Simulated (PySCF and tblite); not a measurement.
C5H13N, numbered as in [CH3:1][CH2:2][CH2:3][N:4]([CH3:5])[CH3:6].

Level: PBE0-D3(BJ)/pcSseg-1 (IEF-PCM, chloroform)//GFN2-xTB, thermal terms from GFN2-xTB, symmetry numbers and mirror pairs counted. Conformers within 3 kcal/mol (GFN2-xTB free energy) were kept, 10 at most. GIAO shieldings: PBE0/pcSseg-1 (IEF-PCM, chloroform). Shifts are against TMS (¹H), TMS (¹³C), NH3 (¹⁵N) at the same level. Run with PySCF (density fitting) and tblite.

Torsions listed: C1–C2–C3–N4, C2–C3–N4–C5. Of a mirror pair one member is shown.

```json
{"conformer": "1", "shape": "56°, 74°", "weight %": "61.2", "dipole D": "0.80"}
{"conformer": "2", "shape": "168°, -165°", "weight %": "34.2", "dipole D": "0.70"}
{"conformer": "3", "shape": "180°, -65°", "weight %": "3.9", "dipole D": "0.87"}
{"conformer": "4", "shape": "107°, -69°", "weight %": "0.5", "dipole D": "0.66"}
{"conformer": "5", "shape": "97°, 68°", "weight %": "0.2", "dipole D": "0.80"}
```

Problem. How do the computed shifts compare with measured ones?

Solution. 
```json
{"nucleus": "¹³C", "signal": "C1", "leading conformer": "13.4", "average": "13.8", "measured": "11.9", "medium": "not stated per compound (mostly CDCl3 or CCl4)"}
{"nucleus": "¹³C", "signal": "C2", "leading conformer": "24.5", "average": "25.1", "measured": "20.6", "medium": "not stated per compound (mostly CDCl3 or CCl4)"}
{"nucleus": "¹³C", "signal": "C3", "leading conformer": "63.0", "average": "64.0", "measured": "61.8", "medium": "not stated per compound (mostly CDCl3 or CCl4)"}
```

Measured values: Pretsch, Buehlmann, Badertscher, Structure Determination of Organic Compounds, 4th ed. (2009). Mean difference for ¹³C: 2.87 ppm, scatter 1.16 ppm. The computed shifts are unscaled and lack vibrational corrections.


¹⁵N shifts are against a computed isolated NH3 molecule, about 20 ppm from the liquid.